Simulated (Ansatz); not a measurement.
We consider fcc Ni, described by HSE06 (PAW; Ansatz, a first-principles code).

Settings: plane-wave cutoff 500 eV, 18×18×18 k mesh, Fermi–Dirac smearing 0.1 eV, spin-polarised with parallel moments, scalar-relativistic PAW data made under PBE.

The cell is the one relaxed with r²SCAN: a = b = c = 3.479 Å, α = β = γ = 90.00°.

Estimate the magnetic moment per atom (the cell's total over its atoms) that the calculation returns.


* **magnetic moment per atom (the cell's total over its atoms)**: 0.87 μB

Note: exact exchange on metals is sensitive to the k mesh and can open a false gap; the run warned that the count of filled bands differs between k points; cell and atoms aren't relaxed at this level (pressure 4.9 GPa).

Moments are spin moments.

The computed numbers hold no vibrational or temperature effects.

The result took around 17 core-minutes (rough).
